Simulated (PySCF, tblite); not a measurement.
Compound: 3-chloropropionitrile, C3H4ClN.
Bonds: N1–C2 (triple), C2–C3, C3–C4, C4–Cl5. Hydrogens: H6, H7 on C3; H8, H9 on C4.

Computed with GFN2-xTB (tblite), gas phase: nudged elastic band of 9 images (0 to 8), spring 0.2 eV/Å², climbing image at the end, force threshold 0.05 eV/Å. No saddle search or frequency run followed, so the top image need not be a first-order saddle, and its height can exceed the method's true barrier by a kcal/mol or more.

Path: rotation about C3–C4 (sp3 carbon next to a nitrile, sp3 C–Cl carbon), followed by the dihedral C2–C3–C4–Cl5.

Image 0 (start, dihedral 180°):
```
atom  x, y, z in Å
N1      2.499    0.422   -0.781
C2      1.508   -0.031   -0.441
C3      0.249   -0.589   -0.010
C4     -0.782    0.522    0.168
Cl5    -2.340   -0.172    0.704
H6      0.403   -1.118    0.934
H7     -0.093   -1.307   -0.760
H8     -0.966    1.045   -0.770
H9     -0.466    1.235    0.930
```

Image 8 (end, +0.030 eV, dihedral -66°):
```
atom  x, y, z in Å
N1      2.521    0.250    0.495
C2      1.501   -0.106    0.126
C3      0.210   -0.548   -0.346
C4     -0.887    0.453    0.006
Cl5    -1.111    0.538    1.780
H6     -0.010   -1.521    0.102
H7      0.260   -0.663   -1.433
H8     -1.840    0.145   -0.422
H9     -0.630    1.457   -0.334
```

Problem. What do the inner images look like?

Solution. 
Image 1: +0.011 eV, dihedral -167°
```
atom  x, y, z in Å
N1      2.544    0.429   -0.626
C2      1.525   -0.028   -0.386
C3      0.237   -0.591   -0.057
C4     -0.793    0.520    0.142
Cl5    -2.269   -0.142    0.905
H6      0.348   -1.174    0.862
H7     -0.076   -1.266   -0.859
H8     -1.089    0.958   -0.811
H9     -0.413    1.299    0.805
```

Image 2: +0.043 eV, dihedral -153°
```
atom  x, y, z in Å
N1      2.573    0.434   -0.454
C2      1.537   -0.027   -0.318
C3      0.227   -0.594   -0.107
C4     -0.806    0.514    0.115
Cl5    -2.162   -0.085    1.115
H6      0.286   -1.240    0.773
H7     -0.042   -1.213   -0.967
H8     -1.229    0.856   -0.830
H9     -0.370    1.360    0.648
```

Image 3: +0.080 eV, dihedral -138°
```
atom  x, y, z in Å
N1      2.590    0.430   -0.287
C2      1.546   -0.031   -0.242
C3      0.221   -0.595   -0.153
C4     -0.820    0.507    0.090
Cl5    -2.028   -0.009    1.305
H6      0.224   -1.310    0.675
H7      0.002   -1.145   -1.071
H8     -1.368    0.744   -0.821
H9     -0.354    1.414    0.479
```

Image 4 (top): +0.103 eV, dihedral -123°
```
atom  x, y, z in Å
N1      2.595    0.417   -0.122
C2      1.549   -0.041   -0.161
C3      0.216   -0.593   -0.194
C4     -0.834    0.499    0.069
Cl5    -1.865    0.083    1.470
H6      0.161   -1.377    0.566
H7      0.054   -1.060   -1.169
H8     -1.499    0.622   -0.785
H9     -0.363    1.456    0.301
```

Image 5: +0.098 eV, dihedral -109°
```
atom  x, y, z in Å
N1      2.588    0.398    0.030
C2      1.545   -0.054   -0.082
C3      0.213   -0.588   -0.231
C4     -0.846    0.490    0.050
Cl5    -1.691    0.180    1.596
H6      0.102   -1.431    0.456
H7      0.105   -0.970   -1.250
H8     -1.609    0.502   -0.727
H9     -0.394    1.479    0.132
```

Image 6: +0.073 eV, dihedral -94°
```
atom  x, y, z in Å
N1      2.570    0.368    0.189
C2      1.534   -0.071   -0.005
C3      0.209   -0.580   -0.269
C4     -0.857    0.478    0.032
Cl5    -1.495    0.290    1.693
H6      0.048   -1.475    0.339
H7      0.156   -0.871   -1.322
H8     -1.705    0.380   -0.644
H9     -0.447    1.487   -0.038
```

Image 7: +0.044 eV, dihedral -80°
```
atom  x, y, z in Å
N1      2.542    0.327    0.349
C2      1.516   -0.089    0.066
C3      0.207   -0.569   -0.309
C4     -0.869    0.466    0.017
Cl5    -1.291    0.408    1.754
H6      0.008   -1.506    0.219
H7      0.206   -0.771   -1.384
H8     -1.782    0.262   -0.541
H9     -0.523    1.478   -0.196
```

The largest changes of bonds and angles from start to top: C3–C4 1.526 → 1.537 Å, C3–C4–Cl5 110.0 → 111.3°, C2–C3–H6 108.8 → 107.8°, C2–C3–C4 110.1 → 110.8°. GFN2-xTB torsional profiles can miss by a kcal/mol or more and can put conformers in the wrong order.

Problem. What do single points at PBE0/pcSseg-1 (PySCF, no dispersion term) give on some images?

Solution. 
```csv
image,GFN2-xTB E (eV),DFT E (eV),HOMO (eV),LUMO (eV),dipole (D)
0,0.000,0.000,-9.05,-0.24,1.90
2,0.043,0.071,-9.02,-0.25,2.25
4,0.103,0.169,-8.95,-0.18,3.06
6,0.073,0.113,-8.93,0.02,3.89
8,0.030,0.039,-8.92,0.12,4.53
```

Energies count from image 0 at each level. At the GFN2-xTB top the DFT energy is 3.9 kcal/mol against 2.4; the geometries weren't optimised at the DFT level.

The cost below is that of the whole band run. Rough CPU time on one thread of a shared machine: about 6 s.
